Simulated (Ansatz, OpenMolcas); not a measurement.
A ladder of methods for SiCl2 (SMILES Cl[Si]Cl)

The species is SiCl2 (3 atoms), meant as a singlet with charge 0. SMILES: `Cl[Si]Cl`. The coordinates come from a GFN2-xTB relaxation.

```csv
atom,x (Å),y (Å),z (Å)
Si,0.0051,-0.0069,-0.8693
Cl,1.5816,-0.0189,0.4441
Cl,-1.5868,0.0259,0.4253
```

Quantity: the energy change with the Si1–Cl3 bond stretched from 2.052 to 4.104 Å, in eV. The values are calculated.

| level | kind | program | value (eV) | less FCI/STO-3G | CPU time (all runs) |
| --- | --- | --- | --- | --- | --- |
| r2SCAN/STO-3G (restricted) | meta-GGA | OpenMolcas | 4.43 | +0.17 | 38 s |
| MP2/STO-3G (restricted) | perturbation theory | OpenMolcas | 5.14 | +0.88 | 3.6 s |
| CASPT2(2,2)/STO-3G | multireference | OpenMolcas | 4.28 | +0.02 | 3.8 s |
| SC-NEVPT2(2,2)/STO-3G | multireference | OpenMolcas | 4.23 | -0.03 | 3.8 s |
| CCSD/STO-3G (restricted) | coupled cluster or CI | Ansatz | 4.28 | +0.02 | 0.79 s |
| CCSDT(Q)/STO-3G (restricted) | coupled cluster or CI | Ansatz | 4.33 | +0.07 | 2 s |
| CCSDTQ/STO-3G (restricted) | coupled cluster or CI | Ansatz | 4.26 | 0.00 | 44 s |
| FCI/STO-3G | exact in the basis | OpenMolcas | 4.26 | 0.00 | 34 s |

FCI/STO-3G is exact within its basis and frozen core, so for wave-function methods in that basis the difference is their error; functionals converge differently with the basis, so for them it is only a difference. The first shape isn't each level's own minimum. The values span 4.23 to 5.14 eV. All rows use very small basis sets, so none should be taken for the real molecule's value. In so small a basis fixed costs decide the times, and correlated methods can beat functionals. CPU times are rough (shared hosts, several kinds of processor and program).
